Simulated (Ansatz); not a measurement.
## How basis sets differ on HOF (hypofluorous acid)

HOF has 3 atoms, charge 0, and is taken as a singlet. SMILES: `OF`. Geometry: relaxed at PBE0-D4/def2-TZVP.

```xyz
3

O     0.4306   -0.2103    0.2163
F    -0.2219    1.0146   -0.0110
H    -0.2087   -0.8043   -0.2054
```

Each level gives the dipole moment (D). The values are calculated.

Measured value to compare with: NIST CCCBDB; in doubt: newer work gives another value gives the dipole moment of the gas as 2.23 D.

```json
{"level": "MP2/MINI", "kind": "perturbation theory", "program": "Ansatz", "value (D)": "1.97", "computed − measured": "-0.26"}
{"level": "MP2/LANL2DZ", "kind": "perturbation theory", "program": "Ansatz", "value (D)": "2.38", "computed − measured": "+0.15"}
{"level": "MP2/MIDI", "kind": "perturbation theory", "program": "Ansatz", "value (D)": "2.14", "computed − measured": "-0.09"}
{"level": "MP2/def2-mTZVP", "kind": "perturbation theory", "program": "Ansatz", "value (D)": "1.94", "computed − measured": "-0.29"}
{"level": "MP2/def2-mTZVPP", "kind": "perturbation theory", "program": "Ansatz", "value (D)": "1.87", "computed − measured": "-0.36"}
{"level": "MP2/def2-TZVP", "kind": "perturbation theory", "program": "Ansatz", "value (D)": "2.00", "computed − measured": "-0.23"}
{"level": "MP2/def2-QZVP", "kind": "perturbation theory", "program": "Ansatz", "value (D)": "1.90", "computed − measured": "-0.33"}
```

Nearest: MP2/MIDI (-0.09 D); farthest: MP2/def2-mTZVPP (-0.36 D). The measured dipole is a vibrational average, so differences of a few hundredths of a debye mean little. Magnitudes only. Without the sets that lack polarisation functions the rows with a basis span only 1.87 to 2.00 D.
